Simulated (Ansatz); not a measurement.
GaS (P6₃/mmc, No. 194) was calculated with PBE+SOC (Ansatz, a quantum-chemistry and plane-wave program, PAW).

Run with plane-wave cutoff 520 eV, 12×12×4 k mesh (along the axes of the cell as run), Fermi–Dirac smearing 0.01 eV, PAW data made under PBE.

Cell (measured lattice):

```yaml
crystal:
  lattice:
    - [3.58500, 0.00000, 0.00000]
    - [-1.79250, 3.10470, 0.00000]
    - [0.00000, 0.00000, 15.50000]
  atoms:
    - { symbol: Ga, position: [0.33333, 0.66667, 0.17000] }
    - { symbol: Ga, position: [0.66667, 0.33333, 0.67000] }
    - { symbol: Ga, position: [0.33333, 0.66667, 0.33000] }
    - { symbol: Ga, position: [0.66667, 0.33333, 0.83000] }
    - { symbol: S, position: [0.33333, 0.66667, 0.60000] }
    - { symbol: S, position: [0.66667, 0.33333, 0.10000] }
    - { symbol: S, position: [0.33333, 0.66667, 0.90000] }
    - { symbol: S, position: [0.66667, 0.33333, 0.40000] }
```

Problem. Give the computed band gap and smallest direct gap on the k points sampled.

Solution. 
band gap: 1.58 eV (indirect)
smallest direct gap on the k points sampled: 1.64 eV

Measured, for comparison: band gap 2.5 eV (temperature not stated, no zero-point or thermal correction, compiled measured gap; kind and temperature not stated; as tabulated in Kothakonda et al. (2022), arXiv:2208.02841). Computed (rounded) less measured: band gap -0.92 eV.

Note: cell and atoms aren't relaxed at this level (pressure 2.1 GPa).

Static lattice: no zero-point or thermal effects.

The result took very roughly 15 core-minutes.
